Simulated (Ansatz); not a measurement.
# BFH4N: the cost of one run

Program: Ansatz 0.2.0. Level of theory: UKS PBE-D4/def2-SVP. These are calculated values, not measurements.

1 further run of the same task is left out (it didn't finish).

## Step 1: Starting point

Bond lengths: B1–F2 1.570 Å, B1–H3 1.190 Å, B1–N4 1.550 Å, N4–H5 1.060 Å, N4–H6 1.060 Å. Angles: F2–B1–H3 120.0°, F2–B1–N4 120.0°, H3–B1–N4 120.0°, B1–N4–H5 120.0°, B1–N4–H6 120.0°, H5–N4–H6 120.0°.

Structure file:

```xyz
7

B     0.0000    0.0000    0.0000
F     0.0000    0.0000    1.5700
H     1.0305    0.0000   -0.5950
N    -1.3423    0.0000   -0.7750
H    -2.0112   -0.8164   -0.6764
H    -1.5914    0.8164   -1.4036
H     0.0000    0.0000    2.7900
```

## Step 2: A restrained relaxation towards end A

Springs on the bonds that form and break draw the guess towards this end; the thresholds are loose.

The input, input.yaml:

```yaml
crystal:
  periodic: [false, false, false]
  atoms:
    - { symbol: B, position_ang: [0.0, 0.0, 0.0] }
    - { symbol: F, position_ang: [0.0, 0.0, 1.57] }
    - { symbol: H, position_ang: [1.0305, 0.0, -0.595] }
    - { symbol: "N", position_ang: [-1.3423, 0.0, -0.775] }
    - { symbol: H, position_ang: [-2.0112, -0.8164, -0.6764] }
    - { symbol: H, position_ang: [-1.5914, 0.8164, -1.4036] }
    - { symbol: H, position_ang: [0.0, 0.0, 2.79] }
magnetization:
  spin_polarized: true
  initial_magnetization: 1
basis:
  gaussian: { orbitals: def2-SVP }
hamiltonian:
  xc: pbe
  dispersion: d4
relax:
  f_tol: 0.15
  max_steps: 25
  restrain:
    - { distance: [1, 6], at: 2.12, k: 30.0 }
    - { distance: [0, 1], at: 1.32, k: 30.0 }
```

The run is started by

```sh
> ansatz run input.yaml --threads 1 --pin off --max-ram 2048MiB --backend cpu --events-out ev --progress --plain --runs-dir out
```

**Question.** How long does this run take on 1 thread of Arm Neoverse V1, shared host, and how much memory does it need?

About 18 s, with a peak of 0.14 GiB.
